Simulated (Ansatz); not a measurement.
Input for Ansatz (a quantum-chemistry and plane-wave program): R-CCSD(T)/aug-cc-pVDZ on CH5N (SMILES CN).

Ansatz 0.2 input:
```yaml
crystal:
  periodic: [false, false, false]
  atoms:
    - {symbol: N, position_ang: [1.44034232, 0.63138276, -0.01269290]}
    - {symbol: H, position_ang: [1.81096132, 1.13915976, 0.78043910]}
    - {symbol: H, position_ang: [1.81108432, 1.09572176, -0.83195190]}
    - {symbol: C, position_ang: [1.91809432, -0.75465024, 0.02476810]}
    - {symbol: H, position_ang: [1.52620932, -1.28867524, -0.83742390]}
    - {symbol: H, position_ang: [3.00480532, -0.86138524, 0.02780210]}
    - {symbol: H, position_ang: [1.52596732, -1.24138024, 0.91440010]}
basis:
  gaussian:
    orbitals: aug-cc-pVDZ
magnetization: {spin_polarized: false}
correlation: {method: ccsd_t, electrons: outside_noble_gas}
scf: {lower_state_search: off}
```

Give the final energy of this run.

-95.6132 hartree (reference determinant -95.2307, T1 diagnostic 0.009).
